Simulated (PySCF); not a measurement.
H6Si2. Atoms are numbered in the order given.

```xyz
8

Si     0.0000     0.0000    -1.1722
Si     0.0000     0.0000     1.1722
H     -1.2076    -0.6906    -1.6866
H      1.2019    -0.7005    -1.6866
H      0.0057     1.3911    -1.6866
H     -1.2076     0.6906     1.6866
H      1.2019     0.7005     1.6866
H      0.0057    -1.3911     1.6866
```

Geometry: B3LYP-D3(BJ)/def2-TZVP.

All values below come from TDA-M06-2X/def2-SVPD run with PySCF.

Vertical excitations; the highest root listed may be one member of a degenerate set. The molecule is in vacuum. State labels are in the subgroup C2.

Computed lowest excited states:
```csv
state,symmetry,energy (eV),λ (nm),f,main pairs
S1,B,7.51,165,0.031,HOMO→LUMO+2 (degenerate set)
S2,A,7.51,165,0.032,HOMO→LUMO+3 (degenerate set)
S3,A,7.60,163,0.000,HOMO→LUMO 97 %
S4,B,7.92,156,0.666,HOMO→LUMO+1 93 %
S5,B,8.12,153,0.000,HOMO→LUMO+5 (degenerate set)
S6,A,8.12,153,0.000,HOMO→LUMO+4 (degenerate set)
S7,A,8.72,142,0.000,"HOMO−1→LUMO+2 46 %, HOMO−2→LUMO+3 45 %"
S8,A,8.89,140,0.029,"HOMO−2→LUMO, HOMO−1→LUMO+1 (degenerate set)"
S9,B,8.89,140,0.005,HOMO−1→LUMO (degenerate set)
S10,A,8.89,139,0.052,"HOMO−1→LUMO+1, HOMO−2→LUMO, HOMO−2→LUMO+3, HOMO−1→LUMO+2 (degenerate set)"
T1,B,6.72,184,0,HOMO→LUMO+2 (degenerate set)
T2,A,6.72,184,0,HOMO→LUMO+3 (degenerate set)
T3,B,7.01,177,0,HOMO→LUMO+1 79 %
T4,A,7.22,172,0,HOMO→LUMO 90 %
```
Triplets are in the Tamm–Dancoff approximation.
